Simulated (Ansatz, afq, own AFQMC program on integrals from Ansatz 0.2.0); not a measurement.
Two steps: Ansatz 0.2.0 writes the Fock matrix and Cholesky factors of the valence space, and afq projects on them the lowest state that overlaps trial and start.

```yaml
crystal:
  periodic: [false, false, false]
  atoms:
    - {symbol: C, position_ang: [0.000000, 0.000000, 0.277328]}
    - {symbol: C, position_ang: [0.000000, 0.000000, -1.620672]}
    - {symbol: H, position_ang: [0.000000, 0.000000, 1.343345]}
basis:
  gaussian: {orbitals: 6-31G}
magnetization: {spin_polarized: false, initial_magnetization: 1}
correlation: {method: ccsd_t, electrons: outside_noble_gas, hamiltonian_folder: ham}
```

```sh
$ ansatz run in.yaml --threads 1 --pin off --events-out ev --progress --plain --max-ram 16896MiB --backend cuda --devices 0, --max-vram 18GiB
```

Options of the walk:

```
--method phaseless --trial cisd --walkers 4000 --populations 20 --least-time 60 --time-step 0.005 --steps-per-block 50 --equilibration-blocks 40 --max-blocks 4000 --target-error 0.00036 --factor-cut 1e-05 --start spin_pure --seed 1813 --release-times 0.24,0.51,0.99,1.62,2.4 --release-step 0.03 --release-every 3 --taylor-order 6
```

Times are imaginary, in 1/Eh. The walk had a cap of 122 s. With eight or more populations the least sampling time is a fifth of least-time, and the error comes from their spread.

Log:

```
orbitals 18  electrons 5 4  factors 103 of 286
reference energy -75.88677917 Eh
CCSD correlation -0.23695661 Eh in 18 cycles, weight of the determinant in the CISD state 0.7631
energy of the start -76.123746 Eh
 block  time / (1/Eh)  mean weight  energy / Eh
     1     0.250  0.9998  -76.120634
     2     0.500  1.0000  -76.122405
     3     0.750  0.9998  -76.125608
     4     1.000  1.0002  -76.128717
     5     1.250  1.0000  -76.131735
     9     2.250  1.0002  -76.135363
    19     4.750  0.9999  -76.142957
    28     7.000  0.9997  -76.143821
    31     7.750  1.0001  -76.139658
    37     9.250  1.0002  -76.132145
    43    10.750  0.9999  -76.138597
    55    13.750  0.9999  -76.140567
    67    16.750  1.0000  -76.141786
    79    19.750  0.9999  -76.134941
    91    22.750  1.0001  -76.136474
   103    25.750  1.0001  -76.135618
   115    28.750  0.9999  -76.137667
   127    31.750  1.0001  -76.133573
   139    34.750  0.9998  -76.137719
   148    37.000  1.0002  -76.136571
error from the spread of 20 populations
released: time / (1/Eh)  energy / Eh  error  mean overlap
  0.24  -76.139742  0.000650  1.0010
  0.51  -76.141100  0.000335  1.0025
  0.99  -76.141675  0.001060  1.0059
  1.62  -76.144016  0.000296  1.0094
  2.40  -76.146681  0.001277  1.0174
energy -76.138345 +/- 0.000352 Eh
(rows thinned)
```

The run passed its tests (sampling time, drift between the halves within three errors, error under three times the target), which doesn't prove that it has relaxed. The second half of the sampling lies above the first by 1.7 errors of their difference, so the energy may still be moving and its error bar be too small.

Against this walk (error 9.6 meV) on the same determinant: CCSD(T) 124.0 meV lower, full CI 262.4 meV lower. The error is statistical and leaves out the bias of the constraint. The released energies have errors that jump between times, so the bars are unsure (meV from the phaseless value at times in 1/Eh: -38 ± 18 at 0.24, -75 ± 9 at 0.51, -91 ± 29 at 0.99, -154 ± 8 at 1.62, -227 ± 35 at 2.40), so they give no level; they do show a bias of the constraint, and the last of them that isn't too noisy lies 108 meV above full CI. Full CI is exact here, so the walk's 262 meV above it is the walk's own error: the bias of the constraint with this trial, or a walk that hasn't relaxed.

Cautions: constraint bias not in the error; a spin-contaminated unrestricted determinant lies lower (UHF 2.95 eV lower, ⟨S²⟩ 1.90); the search met a lower determinant of the same kind, perhaps of another symmetry (757 meV lower), and this one is a saddle point; strong correlation (T1 0.056, weight of the determinant 0.76, largest double 0.30); (T) is large, 8 % of the CCSD correlation; CCSD(T) is in doubt: in a space of 9 electrons in 8 natural orbitals full CI lies 177 meV below it.

The walk took 77 s on 1 × NVIDIA H100 80GB HBM3 with 2 threads of AMD EPYC 7R13 Processor (Zen 3), on a shared host (the card was shared). The log's last line is the phaseless energy.
